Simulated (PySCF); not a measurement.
# H2S (hydrogen sulfide) at 6 levels

Wanted: a comparison of 6 runs (HF/STO-3G, B3LYP/6-31G*, SVWN5/aug-cc-pVTZ, wB97M-V/aug-cc-pVTZ, wB97X/aug-cc-pVTZ, SCS-MP2/aug-cc-pVTZ) of H2S (hydrogen sulfide). The job is set up through a Python script.

The calculation is run with PySCF 2.14.0.

3 further runs of the same task are left out: 3 set aside as unsound or not needed. Runs told in other sessions of the task aren't counted.

**1. The structure to begin with**

H2S has 3 atoms, charge 0, and is taken as a singlet. SMILES: `S`. The shape is that of a PBE0-D4/def2-TZVP optimisation.

Bond lengths: S1–H2 1.341 Å, S1–H3 1.341 Å. Angles: H2–S1–H3 92.3°.

**2. The energy at HF/STO-3G (run 1)**

job.py reads:

```python
# S
from pyscf import gto, scf

mol = gto.M(
    atom='S 0.495500 -0.280600 0.243900; H 0.097900 0.997700 0.162400; H -0.593400 -0.717100 -0.406300',
    basis='sto-3g',
    verbose=4,
    max_memory=1860,
)

hf = scf.RHF(mol)
hf.conv_tol = 1e-10
hf.kernel()
if not hf.converged:
    hf = hf.newton().run(hf.mo_coeff, hf.mo_occ)

energy = hf.e_tot
print(f'total energy: {energy:.8f} hartree')
```

Command:

```console
$ OMP_NUM_THREADS=1 python job.py
```

What it wrote:

```text
PySCF version 2.14.0

[INPUT] num. atoms = 3
[INPUT] num. electrons = 18
[INPUT] charge = 0
[INPUT] spin (= nelec alpha-beta = 2S) = 0
[INPUT] symmetry False subgroup None
[INPUT] Mole.unit = angstrom
[INPUT] Symbol           X                Y                Z      unit          X                Y                Z       unit  Magmom
[INPUT]  1 S      0.495500000000  -0.280600000000   0.243900000000 AA    0.936359294722  -0.530257150553   0.460904201781 Bohr   0.0
[INPUT]  2 H      0.097900000000   0.997700000000   0.162400000000 AA    0.185004187595   1.885379754479   0.306891522629 Bohr   0.0
[INPUT]  3 H     -0.593400000000  -0.717100000000  -0.406300000000 AA   -1.121363482317  -1.355122603926  -0.767795724411 Bohr   0.0

nuclear repulsion = 12.8990794850008
number of shells = 7
number of NR pGTOs = 33
number of NR cGTOs = 11
basis = sto-3g
ecp = {}

******** <class 'pyscf.scf.hf.RHF'> ********
method = RHF
initial guess = minao
damping factor = 0
level_shift factor = 0
DIIS = <class 'pyscf.scf.diis.CDIIS'>
diis_start_cycle = 1
diis_space = 8
diis_damp = 0
SCF conv_tol = 1e-10
SCF conv_tol_grad = None
SCF max_cycles = 50
direct_scf = True
direct_scf_tol = 1e-13
Set gradient conv threshold to 1e-05
Initial guess from minao.
init E= -393.890097044808
  HOMO = -0.240908692210615  LUMO = 0.316121011557906  gap/eV = 15.15755
cycle= 1 E= -394.285301699314  delta_E= -0.395  |g|= 0.231  |ddm|=  1.8
  HOMO = -0.227353810361994  LUMO = 0.475965938963104  gap/eV = 19.13831
cycle= 2 E= -394.311345763416  delta_E= -0.026  |g|= 0.0139  |ddm|= 0.467
  HOMO = -0.277304360710355  LUMO = 0.464993409902108  gap/eV = 20.19895
cycle= 3 E= -394.311402670373  delta_E= -5.69e-05  |g|= 0.00294  |ddm|= 0.0183
  HOMO = -0.277639940138871  LUMO = 0.465414439672458  gap/eV = 20.21954
cycle= 4 E= -394.311408606408  delta_E= -5.94e-06  |g|= 0.000611  |ddm|= 0.00743
  HOMO = -0.277525485182746  LUMO = 0.465534770246692  gap/eV = 20.21970
cycle= 5 E= -394.311408903969  delta_E= -2.98e-07  |g|= 3.96e-05  |ddm|= 0.00221
  HOMO = -0.277528446352788  LUMO = 0.465536459191512  gap/eV = 20.21983
cycle= 6 E= -394.311408904887  delta_E= -9.18e-10  |g|= 3.15e-07  |ddm|= 0.000136
  HOMO = -0.277528464677121  LUMO = 0.465536066909801  gap/eV = 20.21982
cycle= 7 E= -394.311408904888  delta_E= -6.82e-13  |g|= 8.19e-09  |ddm|= 8.52e-07
  HOMO = -0.277528464623898  LUMO = 0.465536069594994  gap/eV = 20.21982
Extra cycle  E= -394.311408904887  delta_E= 3.41e-13  |g|= 1.26e-09  |ddm|= 7.76e-09
converged SCF energy = -394.311408904887
total energy: -394.31140890 hartree
```

Run time: 0.66 s. Hardware: 1 thread of Arm Neoverse V1, shared host; peak memory 0.12 GiB.

**3. The energy at B3LYP/6-31G(d) (spherical functions) (run 2)**

job.py reads:

```python
from pyscf import gto, dft

mol = gto.Mole()
mol.atom = [
    ('S', (0.495500, -0.280600, 0.243900)),
    ('H', (0.097900, 0.997700, 0.162400)),
    ('H', (-0.593400, -0.717100, -0.406300)),
]
mol.basis = '6-31g*'
mol.verbose = 3
mol.max_memory = 1860
mol.build()

calc0 = dft.RKS(mol, xc='b3lyp')
calc0.grids.level = 5
calc0.conv_tol = 1e-10
calc0.kernel()
if not calc0.converged:
    calc0 = calc0.newton().run(calc0.mo_coeff, calc0.mo_occ)

etot = calc0.e_tot
print('Final energy', etot)
```

Command:

```console
$ OMP_NUM_THREADS=1 python job.py
```

What it wrote:

```text
converged SCF energy = -399.382410153717
Final energy -399.3824101537169
```

Run time: 1.7 s. Hardware: 1 thread of Arm Neoverse V1, shared host; peak memory 0.21 GiB.

Runs 3 to 5 aren't shown in full; the table further down has their settings and results.

**4. A single-point energy at SCS-MP2/aug-cc-pVTZ (run 6)**

run.py reads:

```python
from pyscf import gto, scf, mp

mol = gto.Mole()
mol.atom = [
    ('S', (0.495500, -0.280600, 0.243900)),
    ('H', (0.097900, 0.997700, 0.162400)),
    ('H', (-0.593400, -0.717100, -0.406300)),
]
mol.verbose = 3
mol.basis = 'aug-cc-pvtz'
mol.max_memory = 1860
mol.charge = 0
mol.spin = 0
mol.build()

mf = scf.RHF(mol)
mf.conv_tol = 1e-10
mf.kernel()
if not mf.converged:
    mf = mf.newton().run(mf.mo_coeff, mf.mo_occ)

pt = mp.MP2(mf, frozen=5).run()
energy = mf.e_tot + 1.2 * pt.e_corr_os + pt.e_corr_ss / 3
print(f'total energy: {energy:.8f} hartree')
```

Command:

```console
$ OMP_NUM_THREADS=1 python run.py
```

What it wrote:

```text
converged SCF energy = -398.713789132628
E(RMP2) = -398.908793015197  E_corr = -0.19500388256865
E(SCS-RMP2) = -398.913109645924  E_corr = -0.199320513295481
total energy: -398.91310965 hartree
```

Run time: 2.1 s. Hardware: 1 thread of Arm Neoverse V1, shared host; peak memory 0.23 GiB.

**5. The series**

| run | level | integration grid | nlc grid | energy (Eh) | dipole moment (D) of the reference | HOMO energy (eV) | LUMO energy (eV) | wall time |
| --- | --- | --- | --- | --- | --- | --- | --- | --- |
| 1 | HF/STO-3G | – | – | -394.311409 | 1.01 | -7.55 | 12.67 | 0.66 s |
| 2 | B3LYP/6-31G* (spherical functions) | 5 | – | -399.382410 | 1.43 | -7.12 | 0.57 | 1.7 s |
| 3 | SVWN5/aug-cc-pVTZ | 5 | – | -398.017771 | 1.04 | -6.40 | -0.91 | 4.2 s |
| 4 | wB97M-V/aug-cc-pVTZ | 5 | 1 | -399.379925 | 0.99 | -9.83 | 0.27 | 23 s |
| 5 | wB97X/aug-cc-pVTZ | 5 | – | -399.406336 | 1.07 | -10.02 | 0.94 | 12 s |
| 6 | SCS-MP2/aug-cc-pVTZ | – | – | -398.913110 | 1.09 | -10.49 | 0.78 | 2.1 s |

**6. What came out**

| quantity | value |
| --- | --- |
| run 6: total energy | -398.91311 Eh |
| run 6: dipole moment (Hartree–Fock density) | 1.09 D |
| run 6: HOMO energy (Hartree–Fock orbitals) | -10.49 eV |
| run 6: LUMO energy (Hartree–Fock orbitals) | 0.78 eV |
| run 6: HOMO–LUMO gap (Hartree–Fock orbitals) | 11.27 eV |
| run 6: correlation energy (5 core orbitals frozen) | -199.3 mEh |

**Reading.** Over runs 1, 2, 3, 4, 5 the dipole moment (its size) runs from 0.99 D (wB97M-V/aug-cc-pVTZ) to 1.43 D (B3LYP/6-31G*). The two ends differ in method and basis. Over runs 1, 2, 3, 4, 5 the HOMO–LUMO gap runs from 5.50 eV (SVWN5/aug-cc-pVTZ) to 20.22 eV (HF/STO-3G). Totals of different functionals can't be ranked against each other. In run 1 the basis is minimal, so the values are rough. All runs together took 44 s, the longest 23 s.
